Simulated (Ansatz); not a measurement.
Compare A (`COc1ccccc1`) with its isomer B (`Cc1ccccc1O`).

Computed with Ansatz on PBE0-D4/def2-TZVP structures; ΔE is electronic, products minus reactants. CBS: MP2 limit from def2 TZ/QZ plus the TZ coupled-cluster correction, frozen cores. DFT in def2-TZVPP. B3LYP here is the variant with VWN-RPA as its local correlation; programs differ in this. Each species was taken in one conformer, which may not be the lowest.

Which is lower in electronic energy at CCSD(T)/CBS, and by how much? (An estimate is asked.)

Computed: B, by 13.5 kcal/mol.

Give E(B) − E(A) in kcal/mol with CCSD/def2-TZVPP, PBE0-D4, HF/def2-TZVPP, CCSD(T)/def2-SVP, CCSD(T)/def2-TZVPP, MP2/def2-TZVPP, B3LYP. (An estimate is asked.)

Computed: CCSD/def2-TZVPP -12.8, PBE0-D4 -13.6, HF/def2-TZVPP -10.6, CCSD(T)/def2-SVP -12.9, CCSD(T)/def2-TZVPP -13.0, MP2/def2-TZVPP -14.5, B3LYP -11.7. None reverses the order clearly.

Does the order hold for the free energy at 298.15 K (harmonic terms from PBE0-D4)? (An estimate is asked.)

The calculation gave: Yes: G(B) − G(A) = -14.1 kcal/mol, for one conformer each.

Largest T1 diagnostic: 0.011.

Leaving LDA and LC-ωPBE aside and taking each functional with its dispersion term where it has one, the values, not all of them listed here, spread over 2.1 kcal/mol, from PBE-QIDH to BLYP-D4. LDA lies −0.9 kcal/mol from PBE without D4. In def2-TZVPP, CCSD(T) changes the Hartree–Fock value by −2.4 kcal/mol (the triples alone add −0.2 kcal/mol) and MP2 by −3.9 kcal/mol.
